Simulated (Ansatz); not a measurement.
Born–Oppenheimer molecular dynamics of C$_{2}$H$_{9}$Si (12 atoms, charge 0, multiplicity 2). It starts from a rough guess of a transition structure, not a stationary point.

These are results of Ansatz, UKS r2SCAN-D4/STO-3G, not measurements.

* ensemble: NVE (velocity Verlet)
* time step: 0.5 fs
* steps asked: 150
* starting velocities drawn for: 300 K
* seed: 631677

First frame:

```xyz
12
Properties=species:S:1:pos:R:3
H -0.639 -0.002 -0.788
Si 0.705 -0.999 0.060
C 1.260 0.088 1.509
C -1.663 0.744 -1.364
H 0.076 -2.239 0.505
H 1.786 -1.246 -0.887
H 1.710 1.013 1.159
H 0.423 0.353 2.149
H 1.997 -0.423 2.124
H -2.206 1.192 -0.551
H -2.263 0.043 -1.922
H -1.187 1.477 -1.994
```

(1) How far do the bonds stretch over the last three quarters of this one trajectory? (Pairs bonded in most of those frames.)

## Answers

(1) 
| bond | mean (Å) | spread (Å) | shortest | longest |
| --- | --- | --- | --- | --- |
| H1–C4 | 1.171 | 0.136 | 0.95 | 1.36 |
| Si2–C3 | 1.880 | 0.050 | 1.81 | 1.96 |
| Si2–H5 | 1.452 | 0.024 | 1.42 | 1.49 |
| Si2–H6 | 1.457 | 0.019 | 1.43 | 1.48 |
| C3–H7 | 1.097 | 0.017 | 1.07 | 1.13 |
| C3–H8 | 1.097 | 0.006 | 1.08 | 1.11 |
| C3–H9 | 1.098 | 0.005 | 1.09 | 1.11 |
| C4–H10 | 1.097 | 0.020 | 1.05 | 1.14 |
| C4–H11 | 1.099 | 0.035 | 1.04 | 1.16 |
| C4–H12 | 1.097 | 0.019 | 1.05 | 1.14 |

Pairs bonded in part of these frames only: H1–C4 91 %.

Mean temperature of the second half: 373 K. The conserved energy stayed within 0.91 meV per atom of its start (net change -0.24 meV per atom), so the integration is sound. A run of 0.075 ps of so small a system gives no equilibrium averages. Limits of this set-up: minimal basis.

The run took 9.6 min on 1 thread of Arm Neoverse V1, with other jobs on the host, peak memory 0.15 GiB.
